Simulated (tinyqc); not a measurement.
Worked calculation: extended Hueckel theory, for BH3. One step of it, computed by the program tinyqc.

Task: Wolfsberg-Helmholz matrix. H_ij = K' S_ij (H_ii + H_jj)/2 for i != j (the diagonal keeps H_ii), with K' = K + D^2 + D^4 (1 - K), D = (H_ii - H_jj)/(H_ii + H_jj), K = 2.

overlap S, order 1B 2s, 1B 2px, 1B 2py, 1B 2pz, 2H 1s, 3H 1s, 4H 1s:
$$\begin{pmatrix}
1.000000 & 0.000000 & 0.000000 & 0.000000 & 0.502597 & 0.502431 & 0.502431 \\
0.000000 & 1.000000 & 0.000000 & 0.000000 & 0.540540 & -0.270138 & -0.270138 \\
0.000000 & 0.000000 & 1.000000 & 0.000000 & 0.000000 & 0.468085 & -0.468085 \\
0.000000 & 0.000000 & 0.000000 & 1.000000 & -0.003728 & -0.003726 & -0.003726 \\
0.502597 & 0.540540 & 0.000000 & -0.003728 & 1.000000 & 0.100940 & 0.100940 \\
0.502431 & -0.270138 & 0.468085 & -0.003726 & 0.100940 & 1.000000 & 0.100834 \\
0.502431 & -0.270138 & -0.468085 & -0.003726 & 0.100940 & 0.100834 & 1.000000
\end{pmatrix}$$

diagonal H_ii (eV): 1B 2s -15.200000, 1B 2px -8.500000, 1B 2py -8.500000, 1B 2pz -8.500000, 2H 1s -13.600000, 3H 1s -13.600000, 4H 1s -13.600000

K = 2.000000

Give: H.

Result:

H (eV), order 1B 2s, 1B 2px, 1B 2py, 1B 2pz, 2H 1s, 3H 1s, 4H 1s:
$$\begin{pmatrix}
-15.2000 & 0.0000 & 0.0000 & 0.0000 & -14.4971 & -14.4923 & -14.4923 \\
0.0000 & -8.5000 & 0.0000 & 0.0000 & -12.2471 & 6.1206 & 6.1206 \\
0.0000 & 0.0000 & -8.5000 & 0.0000 & 0.0000 & -10.6055 & 10.6055 \\
0.0000 & 0.0000 & 0.0000 & -8.5000 & 0.0845 & 0.0844 & 0.0844 \\
-14.4971 & -12.2471 & 0.0000 & 0.0845 & -13.6000 & -2.7456 & -2.7456 \\
-14.4923 & 6.1206 & -10.6055 & 0.0844 & -2.7456 & -13.6000 & -2.7427 \\
-14.4923 & 6.1206 & 10.6055 & 0.0844 & -2.7456 & -2.7427 & -13.6000
\end{pmatrix}$$
